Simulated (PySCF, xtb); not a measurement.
**Two isomers of H4NP**

We compare X, `[NH-][PH3+]`, a singlet, with Y, `NP`, a singlet. Both are isolated molecules in the gas phase, relaxed with B3LYP-D3(BJ)/def2-SVP; the shapes shown needn't be the lowest conformers.

X (Å):

```yaml
atoms:
  - { symbol: N, position_ang: [-0.2194, 1.0718, 1.2793] }
  - { symbol: P, position_ang: [0.5954, -0.0607, 0.5584] }
  - { symbol: H, position_ang: [-1.2330, 0.9550, 1.2387] }
  - { symbol: H, position_ang: [0.4982, -0.3141, -0.8590] }
  - { symbol: H, position_ang: [1.9791, 0.2007, 0.6741] }
  - { symbol: H, position_ang: [0.5576, -1.4408, 0.9784] }
```

Y (Å):

```tsv
atom	x (Å)	y (Å)	z (Å)
N	-0.0318	-0.1586	-0.9366
P	-1.3490	-0.4189	0.1400
H	0.7568	0.4146	-0.6485
H	-0.6457	-1.0916	1.1889
H	-1.4199	0.8048	0.9032
H	-0.3149	0.0654	-1.8857
```

Task: Which of the two would you expect CCSD(T)/def2-TZVP electronic energies to favour?

Result: Structure Y; the calculation gives E(Y) − E(X) = −25.1 kcal/mol.

How the difference moves with the method:

```csv
level,geometry,E(Y) − E(X) (kcal/mol),departure from the last row (kcal/mol),"job, with rough time for the two"
GFN2-xTB,GFN2-xTB,−9.9,+15.1,"optimisation, 0.4 s"
HF/STO-3G,GFN2-xTB,−95.4,−70.3,"single point, 3.7 s"
r2SCAN-D4/def2-SVP,GFN2-xTB,−30.2,−5.1,"single point, 14 s"
B3LYP-D3(BJ)/def2-SVP,B3LYP-D3(BJ)/def2-SVP,−31.8,−6.8,"optimisation, 50 s"
HF/def2-TZVP,B3LYP-D3(BJ)/def2-SVP,−27.3,−2.2,part of the CCSD(T) run
MP2/def2-TZVP,B3LYP-D3(BJ)/def2-SVP,−22.7,+2.4,part of the CCSD(T) run
CCSD(T)/def2-TZVP,B3LYP-D3(BJ)/def2-SVP,−25.1,,"single point, 37 s"
```

As drawn, Y has 1 N–H in place of 1 P–H.

The levels shown agree on the order. The largest departure from CCSD(T)/def2-TZVP is that of HF/STO-3G, 70.3 kcal/mol.

With thermal terms from frequencies at re-optimised GFN2-xTB minima (ideal gas, soft modes damped towards free rotors, one conformer each, 298.15 K, 1 atm): the zero-point term adds +1.1 kcal/mol; ΔH is −23.8 and ΔG −24.1 kcal/mol.

The correlated steps freeze 6 core orbitals. Codes used: PySCF 2.14.0, xtb 6.7.1; the last row on 2 threads of AMD EPYC (Zen 3) on a shared host.
